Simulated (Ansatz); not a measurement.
# CH4BF: the cost of one run

Program: Ansatz 0.2.0. Level of theory: RKS PBE0-D4/def2-SVP. These are calculated values, not measurements.

**1. The system as given**

Bond lengths: B1–C2 1.600 Å, C2–H3 1.110 Å, C2–H4 1.110 Å, C2–H5 1.110 Å, B1–F6 1.320 Å, B1–H7 1.190 Å. Angles: B1–C2–H3 109.5°, B1–C2–H4 109.5°, B1–C2–H5 109.5°, H3–C2–H4 109.4°, H3–C2–H5 109.4°, H4–C2–H5 109.4°, C2–B1–F6 120.0°, C2–B1–H7 120.0°, F6–B1–H7 120.0°.

Coordinates:

```xyz
7

B     0.0000    0.0000    0.0000
C     0.0000    0.0000    1.6000
H    -0.9996   -0.3092    1.9705
H     0.7676   -0.7111    1.9705
H     0.2320    1.0203    1.9705
F     1.1431    0.0000   -0.6600
H    -1.0305    0.0000   -0.5950
```

**2. Relaxing the start**

input.yaml reads:

```yaml
crystal:
  periodic: [false, false, false]
  atoms:
    - { symbol: B, position_ang: [0.0, 0.0, 0.0] }
    - { symbol: C, position_ang: [0.0, 0.0, 1.6] }
    - { symbol: H, position_ang: [-0.9996, -0.3092, 1.9705] }
    - { symbol: H, position_ang: [0.7676, -0.7111, 1.9705] }
    - { symbol: H, position_ang: [0.232, 1.0203, 1.9705] }
    - { symbol: F, position_ang: [1.1431, 0.0, -0.66] }
    - { symbol: H, position_ang: [-1.0305, 0.0, -0.595] }
basis:
  gaussian: { orbitals: def2-SVP }
hamiltonian:
  xc: pbe0
  dispersion: d4
relax:
  f_tol: 0.02
  max_steps: 40
```

Started as:

```bash
ansatz run input.yaml --threads 1 --pin off --max-ram 2048MiB --backend cpu --events-out ev --progress --plain --runs-dir out
```

What time and memory should one allow on 1 thread of Arm Neoverse V2, shared host?

About 29 s, with a peak of 0.13 GiB.
